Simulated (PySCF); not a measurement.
Ionisation energy of N by level of theory

N [He] 2s2 2p3 (4S) → N⁺ [He] 2s2 2p2 (3P), as a difference of total energies. Computed with PySCF 2.14 in cc-pVDZ (3s2p1d, 14 functions), with the non-relativistic Hamiltonian (point nucleus). Correlated levels: valence: 1s2 frozen. The calculations carry no spin-orbit coupling.

| method | ionisation energy (eV) | error (eV) |
| --- | --- | --- |
| UHF | 13.895 | -0.650 |
| B3LYP | 14.572 | +0.027 |
| M06-L | 14.835 | +0.290 |
| MP2 (valence) | 14.354 | -0.191 |
| SCS-MP2 (valence) | 14.144 | -0.401 |
| CCSD (valence) | 14.195 | -0.350 |
| CCSD(T) (valence) | 14.191 | -0.354 |

Reference: 14.545 eV (measured; NIST levels, between the centres of gravity of the two terms).

Errors of the correlated levels include the incompleteness of this basis and the frozen core.
